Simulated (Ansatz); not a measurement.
A calculation on hcp Os returned lattice constant a 2.760 Å, lattice parameter c 4.355 Å.

For reference: lattice constant a 2.734 Å (measured, 293 K, no zero-point or thermal correction, our sources range from 2.734 to 2.740; as tabulated in Wikipedia's data pages); lattice parameter c 4.320 Å (measured, 293 K, not corrected to a static lattice; as tabulated in Wikipedia's data pages).

Task: Which level of theory produced these numbers?
A. r²SCANh (Ansatz, a quantum-chemistry and plane-wave program)
B. PBEsol+SOC (Ansatz)
C. B3LYP (VWN-RPA form) (Ansatz)
D. LDA (Ansatz)

Result: C, B3LYP (VWN-RPA form) (Ansatz)

The others give: PBEsol+SOC 2.730 Å, 4.306 Å; r²SCANh 2.725 Å, 4.311 Å; LDA 2.716 Å, 4.288 Å.

Unless a cell is named, each level is at its own relaxed cell (B3LYP (VWN-RPA form) 14.36, LDA 13.70, PBEsol+SOC 13.90, r²SCANh 13.87 Å³/atom).

Ansatz's density-functional and Hartree–Fock values are scalar-relativistic unless marked +SOC, with PAW data made under PBE.
